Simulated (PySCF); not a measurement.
## Basis-set dependence of CO at CCSD

PySCF, RHF reference; singlet, unpaired electrons none; De to C + O without counterpoise correction. Frozen cores follow the default of each basis and core potential.

| basis | relativity | functions | Re (Å) | ωe (cm⁻¹) | De (eV) | frozen orbitals |
| --- | --- | --- | --- | --- | --- | --- |
| 6-31G(d,p) | no relativity | 28 | 1.143 | 2217 | 10.31 | 2 |
| jorge-DZP-DKH | spin-free X2C | 30 | 1.143 | 2201 | 10.12 | 2 |
| 6-311G(d,p) | no relativity | 36 | 1.130 | 2232 | 10.38 | 2 |
| aug-pcseg-1 | no relativity | 46 | 1.137 | 2212 | 10.46 | 2 |
| cc-pVTZ | no relativity | 60 | 1.129 | 2223 | 10.58 | 2 |
| def2-TZVPP | no relativity | 62 | 1.127 | 2225 | 10.60 | 2 |
| def2-TZVPPD | no relativity | 77 | 1.128 | 2221 | 10.59 | 2 |

(1) How does each smaller set differ from the one with most functions, def2-TZVPPD?

Correlated steps freeze 2 core orbitals. Correlated levels converge slowly with the basis: in double zeta they bind strong bonds too weakly, by up to about 1 eV, and carry superposition errors of some tenths. Where the molecule has an RHF reference, its open-shell atoms are computed with UHF. The CCSD T1 diagnostic is raised in CO, a sign that a single reference may not be enough there.

## Answers

(1) 6-31G(d,p): +1.5 pm, -0.2 % in ωe, -0.28 eV in De; jorge-DZP-DKH: +1.5 pm, -0.9 % in ωe, -0.47 eV in De; 6-311G(d,p): +0.2 pm, +0.5 % in ωe, -0.21 eV in De; aug-pcseg-1: +0.9 pm, -0.4 % in ωe, -0.13 eV in De; cc-pVTZ: +0.1 pm, +0.1 % in ωe, -0.01 eV in De; def2-TZVPP: -0.1 pm, +0.2 % in ωe, +0.01 eV in De. All at CCSD; the set with most functions is neither the basis-set limit nor always the best. The rows treat relativity differently, so the differences are not basis effects alone.
